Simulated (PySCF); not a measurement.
## Shieldings and the share of exact exchange

Molecule: SMILES C/C=C/C=C/F, C₅H₇F.

Geometry:
```csv
atom,x (Å),y (Å),z (Å)
C1,-2.302,0.221,0.413
C2,-0.959,0.487,-0.176
C3,0.166,-0.187,0.116
C4,1.462,0.094,-0.469
C5,2.569,-0.589,-0.163
F6,3.747,-0.311,-0.714
H7,-3.051,0.021,-0.372
H8,-2.284,-0.640,1.097
H9,-2.670,1.096,0.976
H10,-0.896,1.304,-0.906
H11,0.117,-1.008,0.844
H12,1.545,0.906,-1.199
H13,2.616,-1.419,0.549
```

GIAO shieldings (ppm, equivalent atoms averaged) in PySCF on the PBE0-D3(BJ)/def2-SVP geometry, basis pcSseg-1, gas phase, non-relativistic:

| functional | exact exchange (%) | σ(C1) | σ(F6) |
| --- | --- | --- | --- |
| BLYP | 0 | 152.3 | 270.9 |
| BP86 | 0 | 156.9 | 272.5 |
| PBE | 0 | 157.3 | 269.3 |
| PBE0 | 25 | 162.7 | 297.8 |
| mPW1PW91 | 25 | 161.7 | 298.6 |
| BHandHLYP | 50 | 163.1 | 323.2 |
| HF | 100 | 171.6 | 358.2 |

(1) Fit each shielding as a line in the percentage of exact exchange.

(2) What does the line predict for B3LYP (20 %), and what does the run give?

Answers

(1) σ(C1) = 156.3 + 0.16 x (rms 2.0 ppm); σ(F6) = 273.2 + 0.89 x (rms 3.4 ppm). The functionals also differ in their semilocal parts, which the line can't hold; Hartree–Fock has no correlation at all.

(2) σ(C1): 159.5 predicted, 157.2 computed; σ(F6): 291.0 predicted, 294.5 computed ppm.
